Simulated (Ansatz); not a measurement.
Basis-set extrapolation for C6H12 (`C/C=C(/C)CC`) (PBE0-D4/def2-TZVP geometry, frozen core, the Gaussian-basis code of Ansatz). Multiplicity 1, RHF reference.

```
                      def2-TZVPP   def2-QZVPP
                 HF  -234.267490  -234.278445
    MP2 correlation    -1.035198    -1.099234
CCSD(T) correlation    -1.143077      not run
```

Energies in hartree. Use E(X) = E(∞) + A·exp(−7.88·√X) for Hartree–Fock and E(X) = E(∞) + B·X^(−2.97) for correlation, with X = 3 and 4, and add CCSD(T) minus MP2 of the smaller set to the MP2 limit.

Problem. What is the CCSD(T) energy at the basis-set limit?

Solution. HF limit: -234.278445 + (-0.010955) × 0.13774 = -234.27995. MP2 limit: -1.099234 + (-0.064036) × 0.74074 = -1.14667. Higher-order term: -1.143077 − (-1.035198) = -0.10788. Total: -235.53450 hartree, 325.4 kJ/mol below CCSD(T)/def2-TZVPP.
